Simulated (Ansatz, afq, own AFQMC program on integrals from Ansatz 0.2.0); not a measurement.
**H₂Cl, doublet in cc-pVTZ, levels against CCSDT(Q)**

| atom | x (Å) | y (Å) | z (Å) |
| --- | --- | --- | --- |
| Cl | 0.0000 | 0.0000 | -1.2530 |
| H | 0.0000 | 0.0000 | 0.1920 |
| H | 0.0000 | 0.0000 | 1.0610 |

Basis cc-pVTZ. Noble-gas cores (and the filled d shells of Ga–Kr and In–Xe) are frozen. Ansatz 0.2.0 and our own AFQMC program on the same integrals; the CISD trial comes from CCSD amplitudes, and released means the phaseless constraint is let go. Uncertainties: one standard error, sampling alone.

Determinant: UHF, the one that the program's search chose, which needn't be the lowest solution. The geometry is a point of a scan.

No full CI on the walks' own integrals is used here; CCSDT(Q) serves as the reference and is uncertain by about the last step of the cluster series.

Cautions: the released energies have errors that jump between times, so the bars are unsure, so no released level is given (meV from the phaseless value at times in 1/Eh: -2.1 ± 1.8 at 0.24, 67 ± 71 at 0.51, -7.9 ± 1.9 at 0.99, -8 ± 3 at 1.62, -10 ± 3 at 2.40), though the last usable value meets CCSDT(Q) within the noise.

* T1 diagnostic: 0.0133
* weight of the determinant in the CISD state: 0.908
* ⟨S²⟩ of the determinant: 0.787
* size of the correlated space: 9 electrons in 57 orbitals

```csv
level,correlation energy (eV)
MP2,-5.7241
CCSD,-6.4334
CCSD(T),-6.6578
```

Problem. Estimate where phaseless AFQMC with a CISD trial lies against CCSD(T) on the same integrals.

Solution. 0.81 ± 0.09 mEh below CCSD(T).

Reference: CCSDT(Q), correlation energy -6.686 eV.

```json
{"level": "CCSD(T)", "E − E(reference) (mEh)": "1.02", "share of correlation (%)": "99.58"}
{"level": "CCSDT", "E − E(reference) (mEh)": "0.33", "share of correlation (%)": "99.87"}
{"level": "ph-AFQMC/CISD", "E − E(reference) (mEh)": "0.21 ± 0.09", "share of correlation (%)": "99.91"}
```

A walk keeps the symmetry of its determinant, which the program's search chose and which needn't be the lowest solution, so a lower state of the same spin and another symmetry isn't excluded.
